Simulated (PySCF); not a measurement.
## Level of theory and proton affinities: hydrogen cyanide

Structure: `C#N` (CHN). Numbering: `[CH:1]#[N:2]`

All levels share the PBE0-D3(BJ)/def2-SVP structures and the PBE0-D3(BJ)/def2-SVP thermal terms; only the single-point energies (PySCF) change. Values are proton affinities (298 K, kJ/mol).

```jsonl
{"level": "MP2/jun-cc-pV(T+d)Z", "N2": "705", "abs. error": "5.4", "time": "2.2 s"}
{"level": "CCSD(T)/jun-cc-pV(T+d)Z", "N2": "712", "abs. error": "1.8", "time": "26 s"}
{"level": "ωB97X-D3(BJ)/def2-TZVP", "N2": "718", "abs. error": "7.9", "time": "–"}
{"level": "HF/jun-cc-pV(T+d)Z", "N2": "727", "abs. error": "17.3", "time": "0.45 s"}
{"level": "ATcT 1.112", "N2": "710", "abs. error": "", "time": ""}
```

Times are wall times for all single points of a level on 1 thread of Arm Neoverse V1, a shared host; the dash marks the run that also made the structures.

Hartree-Fock leaves out electron correlation, so its proton affinities can be off by tens of kJ/mol.

The spread: 23 kJ/mol, from 705 to 727.

Differences come from unrounded values, so a last digit can differ from that of the printed terms.
